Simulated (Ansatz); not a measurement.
**S2O (Disulfur monoxide) at CCSDTQ/STO-3G**

Aim: the vertical ionisation energy of S2O (Disulfur monoxide) at CCSDTQ/STO-3G, from 2 runs. 

The calculation is run with Ansatz 0.2.0.

53 further runs of the same task are left out: 20 that didn't finish, 33 set aside as unsound or not needed.

## Step 1: The system as given

S2O has 3 atoms, charge 0, and is taken as a singlet. As SMILES, `O=S=S`. The shape is that of a GFN2-xTB optimisation.

Bond lengths: O1–S2 1.448 Å, S2–S3 1.909 Å. Angles: O1–S2–S3 114.6°.

## Step 2: The energy at CCSDTQ/STO-3G

run.yaml

```yaml
crystal:
  periodic: [false, false, false]
  atoms:
    - {symbol: O, position_ang: [0.431370, 1.195520, 0.483120]}
    - {symbol: S, position_ang: [0.559470, -0.210460, 0.159300]}
    - {symbol: S, position_ang: [-0.990830, -0.985060, -0.642420]}
basis:
  gaussian: {orbitals: STO-3G}
accuracy: high
correlation: {method: ccsdtq, frozen_orbitals: {O: 1, S: 5}}
scf: {omitted_lower_state_checks: [cluster_reference, increment]}
```

Run with:

```console
$ ansatz run run.yaml --threads 1 --pin off --max-ram 2610MiB --events-out events.jsonl --progress --plain --runs-dir runs
```

The program printed, cut to the lines that bear on the results:

```text
Warning: RAYON_NUM_THREADS=1 ignored (pool sized by the plan → 1); use --threads N
Functional definition: HF
  name "HF"
[...]
411 factors; integrals over basis functions are off by at most 2.6e-8 eV
[...]
mean field -23401.95039852 eV, -860.0058147337 hartree, gradient 2.4e-8 eV, S^2 0.000000; 3 other end points of the search recorded, 0 dependent functions left out; unrestricted orbitals would lower it
11 core orbitals not correlated: weight in the atoms' cores, before any rotation towards them, 1.000 or more for the frozen orbitals, at most 0.000 for the correlated occupied ones
reference -23401.95039852 eV, -860.0058147337 hartree; 9, 9 occupied and 3, 3 virtual orbitals, 411 factors
second order -4.38570598 eV of doubles, -0.00000000 eV of singles
cycle   1  -4.08479844 eV  change   -4.1e-1 eV  update   1.2e-1
[...]
cycle  37  -5.05780562 eV  change   9.8e-10 eV  update  5.2e-10
WARN: these amplitudes may be one of several solutions (largest doubles amplitude 0.37, level shift 3.18 eV)
Total energy: -23407.00820414 eV, -860.1916856620 hartree
Checks for a lower state left out: cluster_reference, increment
```

Run time: 14 s. Hardware: 1 thread of Arm Neoverse V1, shared host; peak memory 0.49 GiB.

## Step 3: The doublet cation at the same level

in.yaml

```yaml
basis:
  gaussian:
    orbitals: STO-3G
crystal:
  periodic: [false, false, false]
  atoms:
    - {symbol: O, position_ang: [0.431370, 1.195520, 0.483120]}
    - {symbol: S, position_ang: [0.559470, -0.210460, 0.159300]}
    - {symbol: S, position_ang: [-0.990830, -0.985060, -0.642420]}
accuracy: high
magnetization:
  spin_polarized: true
  initial_magnetization: 1
total_charge: 1
correlation:
  method: ccsdtq
  frozen_orbitals: {O: 1, S: 5}
scf:
  omitted_lower_state_checks: [cluster_reference, increment]
```

Run with:

```console
$ ansatz run in.yaml --threads 1 --pin off --max-ram 2610MiB --events-out events.jsonl --progress --plain --runs-dir runs
```

The program printed, cut to the lines that bear on the results:

```text
Warning: RAYON_NUM_THREADS=1 ignored (pool sized by the plan → 1); use --threads N
[... 2 set-up lines as earlier in the session ...]
[...]
411 factors; integrals over basis functions are off by at most 2.6e-8 eV
[...]
mean field -23398.13203979 eV, -859.8654926387 hartree, gradient 2.5e-8 eV, S^2 1.609252; 19 other end points of the search recorded, 0 dependent functions left out
11 core orbitals not correlated: weight in the atoms' cores, before any rotation towards them, 1.000 or more for the frozen orbitals, at most 0.000 for the correlated occupied ones
reference -23398.13203979 eV, -859.8654926387 hartree; 9, 8 occupied and 3, 4 virtual orbitals, 411 factors
second order -1.98351639 eV of doubles, -0.00000000 eV of singles
cycle   1  -2.30055106 eV  change   -3.2e-1 eV  update   1.2e-1
[...]
cycle  92  -3.58091880 eV  change   2.5e-10 eV  update  2.5e-10
Total energy: -23401.71295858 eV, -859.9970889772 hartree
Checks for a lower state left out: cluster_reference, increment
```

Run time: 98 s. Hardware: 1 thread of Arm Neoverse V1, shared host; peak memory 0.5 GiB.

## Step 4: Outcome

Level: CCSDTQ/STO-3G, 11 core orbitals frozen.

| quantity | value |
| --- | --- |
| singlet S2O: total energy | -860.19169 Eh |
| singlet S2O: correlation energy (11 core orbitals frozen) | -185.9 mEh |
| singlet S2O: T1 diagnostic | 0.037 |
| doublet cation: total energy | -859.99709 Eh |
| doublet cation: correlation energy (11 core orbitals frozen) | -131.6 mEh |
| doublet cation: ⟨S²⟩ of the reference determinant | 1.609 |
| doublet cation: T1 diagnostic | 0.101 |
| vertical ionisation energy (to the doublet cation) | 5.295 eV |

**Reading.** Removing an electron at fixed nuclei costs 5.30 eV (511 kJ/mol). In a minimal basis such a difference can be off by several eV, whatever the method. The restricted solution (singlet S2O) is unstable to spin breaking: an unrestricted one lies lower. ⟨S²⟩ (doublet cation) is 1.61 where a pure doublet has 0.75: the reference is spin-contaminated.
